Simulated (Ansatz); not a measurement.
Relaxation of CH4BF (7 atoms, charge 0, multiplicity 1), to a largest force component of 0.03 eV/Å in at most 50 steps.

These are results of RKS r2SCAN-D4/6-31G* in Ansatz, not measurements.

```xyz
7
Properties=species:S:1:pos:R:3
B -0.266 0.266 -0.918
C 1.203 -0.106 1.454
H 0.363 -0.769 1.683
H 1.990 -0.256 2.205
H 0.875 0.939 1.486
H 1.601 -0.331 0.453
F -1.280 0.256 -0.134
```

**Question.** Where does it end, and by what steps?

**Answer.** The run converged. After 11 steps the energy has fallen by 0.111 eV; B1 moved furthest, 0.56 Å.

| step | energy less start (eV) | largest force component (eV/Å) | accepted |
| --- | --- | --- | --- |
| 0 | 0.0000 | 0.337 | yes |
| 1 | -0.0696 | 0.620 | yes |
| 2 | -0.0929 | 0.909 | yes |
| 3 | -0.1092 | 0.142 | yes |
| 4 | -0.1099 | 0.071 | yes |
| 5 | -0.1103 | 0.054 | yes |
| 6 | -0.1105 | 0.046 | yes |
| 7 | -0.1107 | 0.035 | yes |
| 8 | -0.1108 | 0.052 | yes |
| 9 | -0.1108 | 0.039 | yes |
| 10 | -0.1109 | 0.037 | yes |
| 11 | -0.1109 | 0.029 | yes |

```xyz
7
Properties=species:S:1:pos:R:3
B -0.637 0.210 -1.328
C 1.290 -0.123 1.566
H 0.466 -0.817 1.753
H 2.076 -0.281 2.309
H 0.924 0.905 1.636
H 1.696 -0.299 0.565
F -1.330 0.405 -0.271
```

The run took 25 s on 1 thread of Arm Neoverse V2 (shared host), peak memory 0.13 GiB.
